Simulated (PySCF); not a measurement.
**Stretching CF⁺**

Set-up: basis C aug-cc-pVDZ, F aug-cc-pVDZ; no relativity; PySCF 2.14. Energies in eV from C⁺ + F in their ground configurations at the same level. State: ¹Σ⁺ (singlet), closed shell.

Curves on a restricted Hartree–Fock reference rise too fast on stretching and do not dissociate correctly.

| R (Å) | RHF-MP2 | RHF-SCS-MP2 |
| --- | --- | --- |
| 1.002 | -5.757 | -5.506 |
| 1.048 | -6.742 | -6.485 |
| 1.095 | -7.303 | -7.040 |
| 1.130 | -7.517 | -7.249 |
| 1.165 | -7.596 | -7.324 |
| 1.200 | -7.569 | -7.294 |
| 1.247 | -7.411 | -7.131 |
| 1.305 | -7.074 | -6.790 |
| 1.375 | -6.538 | -6.252 |
| 1.468 | -5.701 | -5.421 |

Task: Put a parabola through the three lowest points of the RHF-MP2 curve and estimate Re, k and ωe (reduced mass 7.355 u; 1 eV/Å² = 0.16022 mdyn/Å; ωe = 1302.8·√(k/μ) cm⁻¹).

Result: Through R = 1.13, 1.165, 1.2 Å the second-order coefficient is 43.3 eV/Å², so Re ≈ 1.174 Å, k ≈ 13.9 mdyn/Å and ωe ≈ 1789 cm⁻¹. A polynomial fit of higher order to the unrounded RHF-MP2 energies gives Re = 1.172 Å, k = 13.0 mdyn/Å, ωe = 1731 cm⁻¹; anharmonicity and rounding make the difference.

The higher-order fit for each curve: RHF-MP2: Re = 1.172 Å, ωe = 1731 cm⁻¹, De = 7.60 eV; RHF-SCS-MP2: Re = 1.171 Å, ωe = 1737 cm⁻¹, De = 7.33 eV.

Correlated steps freeze 2 core orbitals. Correlated levels converge slowly with the basis: in double zeta they bind strong bonds too weakly, by up to about 1 eV, and carry superposition errors of some tenths. For an ion De counts to the pair picked by the measured ionisation energies or electron affinities, which need not be the lowest pair at this level. Where the molecule has an RHF reference, its open-shell atoms are computed with UHF.
